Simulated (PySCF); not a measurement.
## Computed properties of propane (C3H8), SMILES CCC

propane (C3H8), SMILES C(C)C. Coordinates come from a ωB97X-D3(BJ)/def2-SVP optimisation. One conformer was computed; it need not be the lowest. All values are computed for the isolated molecule unless a solvent is named; none is compared with measurement here.

**Structure.** The optimised structure has C2v symmetry. All 27 harmonic modes at ωB97X-D3(BJ)/def2-SVP (PySCF) are real, so it is a minimum. With heavy atoms numbered as in [CH3:1][CH2:2][CH3:3], the shortest bond between them is C1–C2 at 1.528 Å and the longest C2–C3 at 1.528 Å.

**Vibrations.** The strongest infrared lines (harmonic, unscaled, degenerate partners summed) lie at 3149 cm⁻¹ (74 km/mol, H 90 %, C 10 %), 3154 cm⁻¹ (36 km/mol, H 91 %, C 9 %), 3055 cm⁻¹ (30 km/mol, H 97 %). The softest mode is at 225 cm⁻¹ and the zero-point energy is 65.3 kcal/mol.

**Electronic structure.** M06-2X/def2-TZVPD (PySCF) places the frontier levels at -10.44 and 0.62 eV, a gap of 11.06 eV, and gives a dipole moment of 0.09 D and a mean polarisability of 40.7 bohr³. PBE/def2-TZVPD (PySCF) at the same geometry gives -7.70 and -0.15 eV, so its gap is 3.51 eV narrower. An orbital gap is neither the optical nor the fundamental gap.

**Excitations.** TDA-B3LYP/def2-SVPD (PySCF) has S1 at 8.47 eV (146 nm, f = 0.003, weak); the most intense of the 10 singlets computed lies at 9.51 eV (f = 0.11). T1 (TDA) is at 8.26 eV, 0.21 eV under S1. TDA-PBE/def2-SVPD (PySCF) puts S1 at 7.91 eV. No vertical singlet excitation falls in the visible range (under 3.1 eV).

**NMR.** GIAO shifts at PBE0/pcSseg-1 (PySCF) (non-relativistic, atoms alike by connectivity averaged): ¹³C from 20.5 to 22.1 ppm against TMS; ¹H from 1.3 to 1.6 ppm against TMS.

**Solvation.** SMD-B3LYP/def2-SVP (PySCF) gives 2.0 kcal/mol in water, -2.1 kcal/mol in n-hexane, -1.4 kcal/mol in tetrahydrofuran (1 M in both phases, gas-phase geometry); of these solvents n-hexane holds the molecule best.
